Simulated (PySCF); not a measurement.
An unknown shows these calculated signals:

$^{1}$H NMR (400 MHz, computed): δ 6.55 (d, 1H), 4.83 (m, 1H), 4.12 (m, 2H), 2.10 (m, 2H), 1.70 (m, 2H).

$^{13}$C{$^{1}$H} NMR (computed): δ 152.3 (CH), 104.3 (CH), 68.1 (CH2), 25.7 (CH2), 24.2 (CH2).

No solvent, rapidly exchanging positions averaged, non-relativistic, one computed conformer. Geometry: GFN2-xTB; shielding tensors at PBE0/pcSseg-1 (GIAO); PySCF.

References, each an isolated molecule treated in the same way: $^{1}$H (σ = 31.72 ppm), $^{13}$C (σ = 186.93 ppm) vs TMS.

Question: Which of these does the molecule contain: a methoxy group, a non-aromatic C=C double bond, a vinyl group CH=CH2, an ester?

Answer: 
- A methoxy group: no.
- A non-aromatic C=C double bond: yes.
- A vinyl group CH=CH2: no.
- An ester: no.

The data belong to SMILES C1COC=CC1, C₅H₈O; they needn't prove each group on their own.

Carbon signals by region: 2 in the sp2 and nitrile region (100–160 ppm), 1 at 50–100 ppm, 2 below 50 ppm.

Shifts are as computed. Against solution values, carbons near 30 ppm lie about +3 ppm off and those near 130 ppm about +5 ppm. Of 1211 compounds with measured shifts, 218 miss one by over three times the rms of a fit or turn the order of signals round; such compounds aren't used in these exercises. Multiplicities follow the n + 1 count of equivalent neighbours, as no J values were calculated; m marks all less simple cases, F and P coupling included.
